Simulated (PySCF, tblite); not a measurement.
A set of runs on `[N][SiH3]` [triplet]; the geometry of each is named by its level. Settings lines and outputs come from a driver script.

Species: H₃NSi (triplet state).
Numbering: `[N:1][SiH3:2]` (hydrogens: H3, H4, H5 on Si2)

Step 1: GFN2-xTB geometry optimisation, gas phase (tblite 0.8.0) (from a force-field or distance-geometry start)
```json
{"job": {"kind": "relax", "xc": "GFN2-xTB", "basis": "xTB"}, "charge": 0, "multiplicity": 3}
```
```
step      E/eV     max force
  0    -163.44018    3.100
  1    -163.65388    1.658
  2    -163.66325    1.985
...
 15    -163.70591    0.043
 16    -163.70600    0.052
 17    -163.70609    0.042
 18    -163.70614    0.020
 19    -163.70615    0.007
```

Energy lowered by 6.1 kcal/mol over 19 steps; largest atomic force 0.007 eV/Å at the end. «max force» is the largest atomic force in eV/Å.

Step 2: GFN2-xTB harmonic vibrations, gas phase (tblite 0.8.0) (on the GFN2-xTB geometry)
```json
{"job": {"kind": "ir", "xc": "GFN2-xTB", "basis": "xTB"}, "charge": 0, "multiplicity": 3}
```
```
(table of modes left out)
```

9 modes from 296 to 2144 cm⁻¹ (unscaled, harmonic); zero-point energy 14.4 kcal/mol; all wavenumbers are real at this level.

Step 3: UKS B3LYP, pcH-1 on H N Si, non-relativistic, mean-field spin-orbit, GIAO (PySCF 2.14.0) (on the GFN2-xTB geometry)
```json
{"job": {"kind": "epr", "basis": "pcH-1"}, "charge": 0, "multiplicity": 3}
```
```
...
E = -345.93456262 Eh   <S^2> = 2.0067 (exact 2.0000)
g shifts (ppm)      1          2          3
  rmc          -187       -187       -187
  gc             43         10         10
  oz_so         -43       2709       2709
  total        -187       2532       2532
hyperfine (MHz)  atom isotope    a_iso     a_fc   dipolar eigenvalues
    0   14N      15.26      15.22    -42.17     21.08     21.09
    1  29Si      52.54      52.62     -3.56      1.77      1.78
    2    1H      75.84      75.84     -4.18     -2.36      6.54
    3    1H      75.85      75.85     -4.18     -2.36      6.54
    4    1H      75.95      75.95     -4.18     -2.36      6.54
zero-field splitting (cm-1)  D = 1.4963  E = 0.0000  (spin-spin 1.3268, spin-orbit 0.1695)
```

⟨S²⟩ 2.007; g_iso 2.0039; D 1.50 cm⁻¹. rmc, gc and oz_so are the mass-correction, gauge-correction and orbital-Zeeman/spin–orbit parts of the g shift along its three principal axes; a_iso is the isotropic hyperfine coupling and a_fc its Fermi-contact part. The log counts atoms from 0, this text from 1.

**Question.** Which step took the most CPU time, and about what did each take on one thread, AMD EPYC (x86_64) (shared host)?

**Answer.** Step 3, about 99 % of the total. CPU time by step: 1: under 0.1 s, 2: under 0.1 s, 3: 14 s.

Geometry of the electronic-property runs (GFN2-xTB):
```
atom  x, y, z in Å
N1     1.6125   -0.3004    0.1239
Si2   -0.0104    0.0030   -0.0041
H3    -0.7179   -0.3579    1.2393
H4    -0.2649    1.4319   -0.2702
H5    -0.6106   -0.7737   -1.1061
```

 (This holds for the electronic-property runs.)
